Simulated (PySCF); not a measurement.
Homolysis of single bonds, series silaethenyl-X. Gas-phase values, no solvent. One relaxed conformer stands for each flexible species; it need not be the lowest. Strings in code marks are SMILES.

Method: PBE0-D3(BJ)/def2-TZVP (PySCF). 

A: whole molecule (`C=[SiH2]`)
B: whole molecule (`C#C[SiH]=C`)
C: radical fragment (`[CH3]`)
D: radical fragment (`C=[SiH][S]`)

**Question.** Pick the species with the highest dipole moment.

**Answer.** D (3.35 D); next is B (1.25 D).
